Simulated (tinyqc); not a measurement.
Worked calculation: geometry optimisation on the unrestricted LDA (VWN5)/sto-3g surface (energies and gradients from PySCF), for CH3, spin multiplicity 2. Computed by tinyqc, a small Python program that keeps every step (integrals from PySCF). Settings: charge = 0, multiplicity = 2, basis = sto-3g, functional = lda,vwn, optimiser = bfgs, first Hessian = 0.6, largest step = 0.3, iteration cap = 30. Command: `OMP_NUM_THREADS=1 python tinyqc.py 20364 20365 out.jsonl` (the two numbers bound the seeds that draw the settings). One thread of a shared host (Intel(R) Xeon(R) Processor @ 2.60GHz), about 8 s of CPU time with the checks.

## Step 1: energy and gradient

positions at the start (bohr):
```
          x        y        z
1C   0.0189  -0.0416   0.0888
2H   2.0031  -0.0680  -0.0340
3H  -1.0639   1.8897   0.0454
4H  -0.9902  -1.6989  -0.0586
```

Self-consistent energy and analytic gradient at these positions.

energy = -38.916027 hartree

gradient (hartree/bohr):
```
            x          y          z
1C   0.031197  -0.096579  -0.004934
2H  -0.037255  -0.001305   0.001937
3H  -0.026667   0.045886  -0.001249
4H   0.032723   0.051997   0.004245
```

## Step 1: move

Quasi-Newton step p = -H^(-1) g (first H = 0.6 times the unit matrix); steps longer than 0.3 bohr are cut back.

positions after step 1 (bohr):
```
          x        y        z
1C  -0.0331   0.1194   0.0970
2H   2.0652  -0.0659  -0.0372
3H  -1.0195   1.8132   0.0474
4H  -1.0448  -1.7855  -0.0657
```

## Step 2: energy and gradient

As before.

energy = -38.919062 hartree

gradient (hartree/bohr):
```
            x          y          z
1C  -0.030599   0.092777   0.003386
2H   0.016646  -0.011871  -0.001701
3H   0.023740  -0.046226   0.001668
4H  -0.009786  -0.034679  -0.003354
```

## Step 2: move

inverse Hessian in use (bohr^2/hartree), lower triangle:
```
          1        2        3        4        5        6        7        8
1    1.6143
2    0.1591   1.1833
3    0.0060  -0.0182   1.6661
4    0.0319  -0.0952  -0.0024   1.6651
5   -0.0181   0.0560   0.0030   0.0229   1.6683
6   -0.0029   0.0089   0.0003   0.0016  -0.0011   1.6665
7    0.0411  -0.1245  -0.0046  -0.0228   0.0156   0.0023   1.6348
8   -0.0789   0.2399   0.0092   0.0492  -0.0265  -0.0044   0.0620   1.5478
9    0.0028  -0.0085  -0.0003  -0.0021   0.0007   0.0002  -0.0022   0.0042
10  -0.0206   0.0606   0.0009  -0.0076  -0.0204  -0.0010   0.0137  -0.0322
11  -0.0622   0.1874   0.0061   0.0232  -0.0312  -0.0033   0.0469  -0.0946
12  -0.0059   0.0178   0.0006   0.0029  -0.0025  -0.0003   0.0045  -0.0089

         9       10       11      12
9   1.6665
10  0.0015   1.6811
11  0.0036  -0.0079   1.6049
12  0.0003  -0.0015  -0.0064  1.6660
```

Quasi-Newton step p = -H^(-1) g (the inverse Hessian comes from BFGS updates; coordinates in the order x, y, z of each atom); steps longer than 0.3 bohr are cut back.

positions after step 2 (bohr):
```
          x        y        z
1C  -0.0062   0.0380   0.0941
2H   2.0511  -0.0551  -0.0358
3H  -1.0402   1.8539   0.0460
4H  -1.0368  -1.7555  -0.0627
```

## Step 3: energy and gradient

As before.

energy = -38.924749 hartree

gradient (hartree/bohr):
```
            x          y          z
1C   0.006733   0.000596   0.001113
2H  -0.001777  -0.004947  -0.000277
3H  -0.006579   0.008396  -0.000181
4H   0.001622  -0.004045  -0.000655
```

## Step 3: move

inverse Hessian in use (bohr^2/hartree), lower triangle:
```
          1        2        3        4        5        6        7        8
1    1.5744
2    0.2062   1.2647
3    0.0039  -0.0037   1.6670
4    0.0466  -0.1011  -0.0006   1.6607
5   -0.0072  -0.0066  -0.0009   0.0147   1.6834
6   -0.0029   0.0046   0.0000   0.0012   0.0004   1.6666
7    0.0767  -0.1755  -0.0034  -0.0367   0.0091   0.0025   1.6034
8   -0.1330   0.2920   0.0053   0.0681  -0.0075  -0.0040   0.1111   1.4756
9    0.0043  -0.0091  -0.0002  -0.0026  -0.0002   0.0001  -0.0037   0.0061
10  -0.0311   0.0704   0.0001  -0.0039  -0.0166  -0.0009   0.0232  -0.0463
11  -0.0660   0.1165  -0.0007   0.0183  -0.0027  -0.0010   0.0553  -0.0934
12  -0.0053   0.0081  -0.0001   0.0019   0.0006   0.0000   0.0046  -0.0074

         9       10       11      12
9   1.6665
10  0.0019   1.6784
11  0.0031  -0.0076   1.6461
12  0.0002  -0.0012  -0.0013  1.6666
```

As before.

positions after step 3 (bohr):
```
          x        y        z
1C  -0.0155   0.0324   0.0922
2H   2.0532  -0.0465  -0.0352
3H  -1.0309   1.8427   0.0462
4H  -1.0389  -1.7473  -0.0615
```

## Convergence

Stop when the largest gradient component is below 3e-5 hartree/bohr. The inverse Hessian follows the BFGS update with s = step, y = change of gradient.

Course of the optimisation:
```
step  E (hartree)  largest gradient (hartree/bohr)
1      -38.916027                         9.66e-02
2      -38.919062                         9.28e-02
3      -38.924749                         8.40e-03
4      -38.924926                         4.64e-03
5      -38.925062                         3.00e-03
6      -38.925120                         1.83e-03
7      -38.925142                         5.60e-04
8      -38.925144                         5.33e-04
9      -38.925145                         5.37e-04
10     -38.925148                         6.81e-04
11     -38.925153                         1.09e-03
12     -38.925159                         1.16e-03
13     -38.925165                         7.20e-04
14     -38.925167                         1.69e-04
15     -38.925167                         2.70e-05
```

Final distances (angstrom):
```
pair   distance
2H-1C    1.0931
3H-1C    1.0931
3H-2H    1.8932
4H-1C    1.0931
4H-2H    1.8933
4H-3H    1.8935
```

Converged in 15 steps.
